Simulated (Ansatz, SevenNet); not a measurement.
Elastic constant C66 (GPa) of solids drawn from the class of oxides, at two levels: the machine-learned potential SevenNet-l3i5 (trained on PBE and PBE+U data), and PBE (PAW; Ansatz, an electronic-structure program).

```csv
solid,SevenNet-l3i5,PBE,shift (%)
A-type hexagonal La₂O₃,37.1,39.3,+5.9
stishovite (SiO2),240,285,+18.8
rutile TiO₂,208,211,+1.4
anatase TiO₂ (metastable phase),51.3,59.5,+16.0
rutile SnO₂,167,177,+6.0
corundum (α-Al2O3),144,150,+4.2
```

The shifts run from +1.4 % to +18.8 %, with a median of +6.0 %.

Over all 6 rows PBE is the larger in 6.

Ansatz's runs of these crystals have no spin polarisation.

Spin–orbit coupling is left out, also for the solids with elements from indium on (A-type hexagonal La2O3, rutile SnO2); its size isn't shown.

Each level is taken at its own relaxed cell. Ansatz's density-functional and Hartree–Fock values are scalar-relativistic unless marked +SOC, with PAW data made under PBE.
